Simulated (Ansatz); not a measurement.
Ansatz (a program for electronic structure) input (MP2/6-31G*):

Ansatz 0.2 input:
```yaml
crystal:
  periodic: [false, false, false]
  atoms:
    - {symbol: C, position_ang: [-0.00000000, -0.00000000, -0.62581248]}
    - {symbol: N, position_ang: [0.00000000, 0.00000000, 0.53641070]}
basis:
  gaussian:
    orbitals: 6-31G*
magnetization: {spin_polarized: true, initial_magnetization: 1}
correlation: {method: mp2, electrons: outside_noble_gas}
relax: {f_tol: 0.003, max_steps: 120}
```

From the last part of the output:

```
WARN ansatz: RAYON_NUM_THREADS=1 ignored (pool sized by the plan → 1); use --threads N
Functional definition: HF
these checks for a lower state are left out or cut short: cluster_reference
integrals: 0.00 GiB planned
318 factors; integrals over basis functions are off by at most 1.9e-4 eV
mean field: 0.05 GiB planned
mean field evaluation 1: about -2506.9535 eV, gradient 1.7e1 eV
mean field evaluation 2: about -2506.9544 eV, gradient 1.7e1 eV
mean field evaluation 4: about -2508.3276 eV, gradient 2.5e0 eV
mean field evaluation 8: about -2508.7393 eV, gradient 1.3e0 eV
mean field evaluation 16: about -2509.0212 eV, gradient 2.8e-6 eV
mean field evaluation 32: about -2508.5495 eV, gradient 5.0e-3 eV
mean field -2509.02121570 eV, -92.2048290012 hartree, gradient 3.4e-6 eV, S^2 1.128013; 5 other end points of the search recorded, 0 dependent functions left out
2 core orbitals not correlated
reference -2509.02121570 eV, -92.2048290012 hartree; 5, 4 occupied and 23, 24 virtual orbitals, 318 factors
densities: 0.05 GiB planned
second order -6.17662875 eV of doubles, -0.00000000 eV of singles
the calculation of the forces begins
relax step   1: F+E_penalty+E_count = -2515.19784444 eV  Δ(F+E_penalty+E_count) = +0.000e0 eV  max|allowed force component| = 4.597e0 eV/Å  Δτ_max = 0.0000 Å  (232 SCF iters, accepted)
these checks for a lower state are left out or cut short: starts, cluster_reference, orbital_swaps, neighbouring_geometries, increment
integrals: 0.00 GiB planned
318 factors; integrals over basis functions are off by at most 1.4e-4 eV
mean field: 0.05 GiB planned
mean field -2508.93551603 eV, -92.2016795966 hartree, gradient 1.6e-6 eV, S^2 0.992023; 0 other end points of the search recorded, 0 dependent functions left out
2 core orbitals not correlated
reference -2508.93551603 eV, -92.2016795966 hartree; 5, 4 occupied and 23, 24 virtual orbitals, 318 factors
densities: 0.05 GiB planned
second order -6.30780579 eV of doubles, -0.00000000 eV of singles
the calculation of the forces begins
mean field evaluation 64: about -2508.9355 eV, gradient 1.6e-6 eV
relax step   2: F+E_penalty+E_count = -2515.24332182 eV  Δ(F+E_penalty+E_count) = -4.548e-2 eV  max|allowed force component| = 2.798e0 eV/Å  Δτ_max = 0.0202 Å  (43 SCF iters, accepted)
these checks for a lower state are left out or cut short: starts, cluster_reference, orbital_swaps, neighbouring_geometries, increment
integrals: 0.00 GiB planned
318 factors; integrals over basis functions are off by at most 1.6e-4 eV
mean field: 0.05 GiB planned
mean field -2508.98839246 eV, -92.2036227695 hartree, gradient 1.3e-6 eV, S^2 1.036375; 0 other end points of the search recorded, 0 dependent functions left out
2 core orbitals not correlated
reference -2508.98839246 eV, -92.2036227695 hartree; 5, 4 occupied and 23, 24 virtual orbitals, 318 factors
densities: 0.05 GiB planned
second order -6.27365746 eV of doubles, -0.00000000 eV of singles
the calculation of the forces begins
relax step   3: F+E_penalty+E_count = -2515.26204992 eV  Δ(F+E_penalty+E_count) = -1.873e-2 eV  max|allowed force component| = 1.863e-1 eV/Å  Δτ_max = 0.0073 Å  (37 SCF iters, accepted)
these checks for a lower state are left out or cut short: starts, cluster_reference, orbital_swaps, neighbouring_geometries, increment
integrals: 0.00 GiB planned
318 factors; integrals over basis functions are off by at most 1.5e-4 eV
mean field: 0.05 GiB planned
mean field -2508.98574067 eV, -92.2035253182 hartree, gradient 1.2e-6 eV, S^2 1.033275; 0 other end points of the search recorded, 0 dependent functions left out
2 core orbitals not correlated
reference -2508.98574067 eV, -92.2035253182 hartree; 5, 4 occupied and 23, 24 virtual orbitals, 318 factors
densities: 0.05 GiB planned
second order -6.27639881 eV of doubles, -0.00000000 eV of singles
the calculation of the forces begins
relax step   4: F+E_penalty+E_count = -2515.26213949 eV  Δ(F+E_penalty+E_count) = -8.956e-5 eV  max|allowed force component| = 4.558e-4 eV/Å  Δτ_max = 0.0005 Å  (31 SCF iters, accepted)
these checks for a lower state are left out or cut short: cluster_reference
integrals: 0.00 GiB planned
318 factors; integrals over basis functions are off by at most 1.5e-4 eV
mean field: 0.05 GiB planned
mean field evaluation 96: about -2508.9666 eV, gradient 1.2e0 eV
mean field evaluation 128: about -2508.1885 eV, gradient 4.9e-6 eV
mean field -2508.98574067 eV, -92.2035253182 hartree, gradient 1.2e-6 eV, S^2 1.033275; 6 other end points of the search recorded, 0 dependent functions left out
2 core orbitals not correlated
reference -2508.98574067 eV, -92.2035253182 hartree; 5, 4 occupied and 23, 24 virtual orbitals, 318 factors
densities: 0.05 GiB planned
second order -6.27639881 eV of doubles, -0.00000000 eV of singles
the calculation of the forces begins
Total energy: -2515.26213949 eV, -92.4341787202 hartree
Atom 0 at     0.000000    -0.000000    -0.612439 Å, force     0.000000     0.000000    -0.000456 eV/Å
Atom 1 at    -0.000000     0.000000     0.523037 Å, force    -0.000000    -0.000000     0.000456 eV/Å
Dipole moment:     0.000000    -0.000000    -0.440401 e Å
Checks for a lower state left out: cluster_reference
```

The determinant is spin-contaminated: <S^2> is 1.03 against 0.75 for a pure state.
